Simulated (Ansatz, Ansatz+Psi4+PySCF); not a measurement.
```xyz
5

C     0.0000    0.0000    0.0000
H     1.0300    0.0000   -0.3700
H    -0.5150    0.8920   -0.3700
H    -0.5150   -0.8920   -0.3700
F     0.0000    0.0000    1.3300
```

Basis set: cc-pVTZ (spherical functions). Frozen core: 2 orbitals. Charge 0, multiplicity 1.

Computed with Ansatz (development build ahead of 0.2.0); the reference of a correlated method needn't be the lowest determinant of its kind. Restricted open shells among the atoms or ions are ROHF, correlated in semicanonical orbitals with singles.

The atomization energy at this shape (free ground-state atoms in the same class of orbitals less the molecule, no zero-point energy) of singlet CH3F:

```tsv
method	atomization energy
RHF-CCSD(T)	1721.4 kJ/mol
```

Q: What does RHF-MP2 give?

A: 1741.4 kJ/mol.
